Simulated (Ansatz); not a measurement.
A made-up structure of CH₅AlB, doublet:

```csv
atom,x (Å),y (Å),z (Å)
B1,-0.8460,0.9700,-0.7581
C2,1.0388,-1.0194,0.4789
Al3,-0.3766,0.3134,0.4971
H4,-1.9782,0.8099,-1.1372
H5,-0.1108,1.6076,-1.4626
H6,-1.1341,0.4669,1.8060
H7,1.6740,-1.0907,-0.3667
H8,1.1503,-1.6613,1.3151
```

It is relaxed with PBE-D4/def2-SVP and then PBE0-D4/def2-TZVP (Ansatz 0.2.0). Atoms count as bonded within 1.22 times the sum of their covalent radii (H–H: 0.88 Å). The end point is not checked to be a true minimum.

Question: Does its bonding change? (A judgement: the text doesn't fix the answer.)

Answer: The calculation gives: No: no bond forms or breaks.

Where it ends: The first stage lowers the energy by 5.27 eV in 13 steps. It ends as CH₅AlB ([BH2][AlH][CH2]):
| atom | x (Å) | y (Å) | z (Å) |
| --- | --- | --- | --- |
| B1 | -0.9925 | 1.1631 | -1.0574 |
| C2 | 1.0678 | -1.1774 | 0.6142 |
| Al3 | -0.3185 | 0.1668 | 0.6899 |
| H4 | -1.9046 | 0.7627 | -1.7283 |
| H5 | -0.5059 | 2.1859 | -1.4566 |
| H6 | -0.9419 | 0.5028 | 2.1195 |
| H7 | 1.5741 | -1.4951 | -0.2965 |
| H8 | 1.4388 | -1.7125 | 1.4877 |

Labels in which every atom is bracketed show which atoms are joined, not bond orders.

For scale, one of the runs: PBE0-D4/def2-TZVP relaxation, 129 basis functions, launched by `ansatz run in.yaml --threads 2 --pin off --events-out ev --progress --plain --max-ram 4352MiB`. The run took about 17 s on 2 CPU threads of an Arm Neoverse V2 (shared host).
